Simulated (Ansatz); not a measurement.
Body-centred tetragonal In, treated with r²SCAN+SOC (PAW; Ansatz, a first-principles code).

Numerical settings: plane-wave cutoff 560 eV, 24×24×24 k mesh, Fermi–Dirac smearing 0.05 eV, PAW data made under PBE.

Energies at three volumes about the minimum:

```json
[
 {"V (Å³/atom)": "25.705", "E − E_lowest (meV/atom)": "1.42"},
 {"V (Å³/atom)": "26.230", "E − E_lowest (meV/atom)": "0.00"},
 {"V (Å³/atom)": "26.754", "E − E_lowest (meV/atom)": "1.36"}
]
```

### Question
Fit a parabola by hand: where is the minimum, and what is the bulk modulus?

### Answer
Slopes: (0.00 − 1.42)/(26.230 − 25.705) = -2.705 and (1.36 − 0.00)/(26.754 − 26.230) = 2.595 meV/Å³. Curvature E″ = 2 × (2.595 − (-2.705))/(26.754 − 25.705) = 10.105 meV/Å⁶. From the middle of the first interval, the slope vanishes at V0 = 25.9675 − (-2.705)/10.105 = 26.235 Å³/atom. B = V0 E″ = 26.235 × 10.105 meV/Å³ × 0.1602 GPa per meV/Å³ = 42.5 GPa. The full Birch–Murnaghan fit to all volumes gives V0 = 26.225 Å³/atom and B0 = 42.4 GPa.

Shape and atoms are relaxed at each volume.

Measured, for comparison: bulk modulus 44.7 GPa, equilibrium volume per atom 25.70 Å³/atom (copied from a table, unchecked, extrapolated to 0 K and zero-point effects removed; as tabulated in Lejaeghere et al. (2013), arXiv:1204.2733). Computed less measured: bulk modulus not scored (unchecked), equilibrium volume per atom not scored (unchecked).
